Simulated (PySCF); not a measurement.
C5H9P.
Numbering: `[CH2:1]=[CH:2][CH:3]1[CH2:4][PH:5][CH2:6]1`

Cartesian coordinates in Å at the GFN2-xTB level; atoms count from 1:
```
atom  x, y, z in Å
C1     2.3085    0.6156   -0.3450
C2     1.3381   -0.0918    0.2040
C3    -0.1151    0.1721    0.0101
C4    -0.9343    0.3530    1.3038
P5    -2.3937   -0.5802    0.5830
C6    -0.9366   -1.0240   -0.5122
H7     2.1035    1.4570   -0.9868
H8     3.3475    0.3869   -0.1789
H9     1.5703   -0.9325    0.8461
H10   -0.2520    1.0367   -0.6449
H11   -0.5045   -0.2140    2.1319
H12   -1.1123    1.3754    1.6317
H13   -2.7998    0.4918   -0.2310
H14   -1.1155   -1.0626   -1.5852
H15   -0.5084   -1.9756   -0.1909
```

Definitions: NICS(0) = −σiso at the ring centroid; NICS(1) = −σiso and NICS(1)zz = −σzz at ±1 Å along the ring normal z. Level: GIAO PBE0/pcSseg-1 (PySCF, non-relativistic, gas phase) on the GFN2-xTB geometry, one conformer.

Ring bond lengths (Å), with Mayer bond orders in brackets: C3–C4 1.542 (0.97), C4–P5 1.876 (0.98), P5–C6 1.876 (0.98), C6–C3 1.542 (0.97).

Give the NICS values of each ring in ppm.

```tsv
ring	type	NICS(0)	NICS(1), two faces	NICS(1)zz, two faces	rms pucker (Å)	centre to ring atoms, mean (Å)
C3–C4–P5–C6	4-membered ring with P; formal bonds all single	0.9	-0.6 / -0.8	7.8 / 6.4	0.14	1.20
```

What do they say, and how far can they be read as aromaticity?

- C3–C4–P5–C6: mean NICS(1)zz 7.1 ppm, deshielded. C3, C4, C6 have four or more neighbours, and the NICS criterion for π rings isn't applied.

Give the inner angles of the rings and the Hirshfeld charges of the ring atoms.

- C3–C4–P5–C6: C3 95.3° (-0.027 e), C4 91.9° (-0.114 e), P5 74.8° (+0.094 e), C6 91.9° (-0.114 e); sum 353.8° against 360° for a flat convex ring.

Hardware: Arm Neoverse V1, one thread (shared host). Cost: 19 s, 0.80 GiB resident at most. This is the whole shielding run at PBE0/pcSseg-1, SCF included.
